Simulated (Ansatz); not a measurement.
Born–Oppenheimer molecular dynamics of CH₆OSi (9 atoms, charge 0, multiplicity 1). It starts from a relaxed structure.

Theory: RKS revPBE/def2-SVP in Ansatz.

* ensemble: NVE (velocity Verlet)
* time step: 0.5 fs
* steps asked: 250
* starting velocities drawn for: 300 K
* seed: 165452

First frame:

```xyz
9
Properties=species:S:1:pos:R:3
Si 0.054 -0.036 0.043
H 0.295 0.168 1.521
H 1.319 0.211 -0.722
H -1.012 0.942 -0.394
O -0.385 -1.628 -0.297
C -1.536 -2.259 0.245
H -1.519 -2.289 1.360
H -2.482 -1.759 -0.071
H -1.566 -3.307 -0.123
```

Question: How far do the bonds stretch over the last three quarters of this one trajectory? (Pairs bonded in most of those frames.)

Answer: 
```json
{"bond": "Si1–H2", "mean (Å)": "1.515", "spread (Å)": "0.044", "shortest": "1.45", "longest": "1.58"}
{"bond": "Si1–H3", "mean (Å)": "1.503", "spread (Å)": "0.031", "shortest": "1.45", "longest": "1.55"}
{"bond": "Si1–H4", "mean (Å)": "1.518", "spread (Å)": "0.053", "shortest": "1.44", "longest": "1.59"}
{"bond": "Si1–O5", "mean (Å)": "1.687", "spread (Å)": "0.023", "shortest": "1.65", "longest": "1.73"}
{"bond": "O5–C6", "mean (Å)": "1.423", "spread (Å)": "0.015", "shortest": "1.39", "longest": "1.44"}
{"bond": "C6–H7", "mean (Å)": "1.118", "spread (Å)": "0.018", "shortest": "1.09", "longest": "1.15"}
{"bond": "C6–H8", "mean (Å)": "1.116", "spread (Å)": "0.016", "shortest": "1.09", "longest": "1.15"}
{"bond": "C6–H9", "mean (Å)": "1.111", "spread (Å)": "0.005", "shortest": "1.10", "longest": "1.12"}
```

Mean temperature of the second half: 142 K. The conserved energy stayed within 0.15 meV per atom of its start (net change 0.063 meV per atom), so the integration is sound. Over the second half the temperature averaged 0.47 of the 300 K drawn at the start: a run that starts near a minimum puts about half its kinetic energy into the potential. A run of 0.12 ps of so small a system gives no equilibrium averages.

The run took 7.6 min on 1 thread of Arm Neoverse V1, on a shared host, peak memory 0.13 GiB.
